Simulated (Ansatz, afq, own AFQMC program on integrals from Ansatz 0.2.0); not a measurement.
Atomization energy of HfB, sextet, worked out

```yaml
atoms:
  - { symbol: Hf, position_ang: [0.0000, 0.0000, 0.0000] }
  - { symbol: B, position_ang: [0.0000, 0.0000, 2.1360] }
```

Basis def2-TZVPP with its core potentials. Noble-gas cores (and the filled d shells of Ga–Kr and In–Xe) are frozen. Ansatz 0.2.0 and our own AFQMC program on the same integrals; the CISD trial comes from CCSD amplitudes, and released means the phaseless constraint is let go. Uncertainties: one standard error, sampling alone. No spin–orbit coupling. The metal's outer-core s and p shells are frozen, which shifts wave-function levels against functionals.

Total energies in eV. CBS is CCSD(T) at the limit of def2-TZVPP/QZVPP (extrapolated itself); the highest rung of each member is named.

Cautions: no spin-orbit coupling; outer-core shells of the metal frozen; HfB (sextet): another spin lies lower, raised T1 diagnostic (T1 0.048, weight of the determinant 0.87, largest double 0.05), (T) is large, 7 % of the CCSD correlation, the released energies are still falling, so no released level is given (meV from the phaseless value at times in 1/Eh: -16.4 ± 2.3 at 0.24, -27 ± 3 at 0.50, -40 ± 7 at 1.00, -65 ± 8 at 1.50), its ph-AFQMC/CISD value lies 92 ± 3 meV above CCSDT(Q); Hf (triplet): its ph-AFQMC/CISD value lies 43.4 ± 0.8 meV above full CI.

```json
{"member": "Hf (triplet)", "count": "+1", "CCSD(T)/def2-TZVPP": "-1290.7201", "highest rung in def2-TZVPP": "-1290.7570", "which": "FCI", "CCSD(T)/CBS": "-1290.8548"}
{"member": "B (doublet)", "count": "+1", "CCSD(T)/def2-TZVPP": "-669.3431", "highest rung in def2-TZVPP": "-669.3549", "which": "FCI", "CCSD(T)/CBS": "-669.4648"}
{"member": "HfB, sextet", "count": "-1", "CCSD(T)/def2-TZVPP": "-1961.9758", "highest rung in def2-TZVPP": "-1962.0320", "which": "CCSDT(Q)", "CCSD(T)/CBS": "-1962.2689"}
```

Q: Work out the best estimate of the atomization energy: the CCSD(T)/CBS difference plus the step from CCSD(T) to the highest rung.

A: Sums with the counts: CCSD(T)/CBS 1.9493 eV, highest rung 1.9201 eV, CCSD(T)/def2-TZVPP 1.9126 eV. The step is 1.9201 − 1.9126 = 0.0075 eV, so the best estimate is 1.9493 + (0.0075) = 1.9568 eV = 188.8 kJ/mol. The basis set is worth 0.037 eV of it. Zero-point, core-correlation and spin–orbit terms aren't in it.

Best estimates are given only where the step beyond CCSD(T) is under 0.3 eV and no member's determinant is very poor (T1 over 0.05, or 0.07 for open shells, ⟨S²⟩ too high by 0.3, two states mixed), so the hardest cases are missing from such tables.

CCSDT and higher add their correlation energy to the determinant of the CCSD(T) run, since their own runs factorise the integrals more tightly (a shift of under 2 meV). Each member of a difference takes its own highest rung, so a best estimate needn't equal the limit plus the step of one row. The exponents were fitted on light atoms, and def2 sets of heavy atoms don't grow evenly, so the limit is rough here.
